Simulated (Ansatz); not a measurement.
## How far each method lies from UCCSDT(Q) for [SiH$_{3}$···H···OH], doublet

Geometry: a point of a hydrogen-transfer path between rigid fragments, not a stationary point.

| atom | x (Å) | y (Å) | z (Å) |
| --- | --- | --- | --- |
| Si | -0.9834 | 0.0193 | 0.0000 |
| H | -1.4783 | 1.4190 | 0.0000 |
| H | -1.4783 | -0.6806 | 1.2122 |
| H | -1.4783 | -0.6806 | -1.2122 |
| H | 0.6476 | 0.0193 | 0.0000 |
| O | 1.8336 | 0.0193 | 0.0000 |
| H | 2.0854 | -0.9207 | 0.0000 |

Basis cc-pVDZ; Ansatz 0.2.0. Correlated methods freeze the noble-gas cores, which leaves 15 electrons in 51 orbitals. Prefix R: restricted or restricted open-shell reference; prefix U: unrestricted. Active spaces: pair = (3e, 3o) about the gap.

Full CI isn't at hand for all of this; UCCSDT(Q) serves as the reference, and is uncertain by about the last step of the cluster series. The frozen core follows each run's orbitals, which can shift R against U totals by a few meV.

For open shells CISD is restricted-active-space CI with the open shells as a complete middle space.

* UHF ⟨S²⟩: 0.783
* T1 diagnostic (RCCSD): 0.0182
* largest doubles amplitude (RCCSD): 0.030
* T1 diagnostic (UCCSD): 0.0186

| level | E − E(UCCSDT(Q)) (mEh) | share of correlation (%) | wall time |
| --- | --- | --- | --- |
| RHF | 363.03 | 0.00 | – |
| UHF | 352.46 | 2.91 | – |
| RMP2 | 42.56 | 88.28 | – |
| UMP2 | 48.87 | 86.54 | – |
| CISD | 42.21 | 88.37 | 7.5 s |
| RCCSD | 9.20 | 97.47 | – |
| UCCSD | 8.79 | 97.58 | – |
| RCCSD(T) | 1.67 | 99.54 | 3.8 s |
| UCCSD(T) | 1.73 | 99.52 | 2.9 s |
| BCCD(T) | 1.67 | 99.54 | 3.8 s |
| RCCSDT | 0.77 | 99.79 | – |
| UCCSDT | 0.73 | 99.80 | – |
| RCCSDT(Q) | 0.01 | 100.00 | 13 s (H100) |
| CASSCF (pair space) | 334.78 | 7.78 | – |
| NEVPT2 (pair space) | 45.48 | 87.47 | 1.1 s |
| MRCISD (pair space) | 36.98 | 89.81 | – |
| MRCISD+Q (pair space) | 5.76 | 98.41 | 9 s (H100) |

The correlation energy at UCCSDT(Q), counted from RHF, is -9.879 eV. That run took 12 s on 2 threads of AMD EPYC 7R13 with a shared H100 80 GB, shared host.

Times hold each run's SCF and search for its determinant on a shared host, so for small cases they say little of a method's own cost; rows without a card ran on 1 thread of AMD EPYC 7R13.
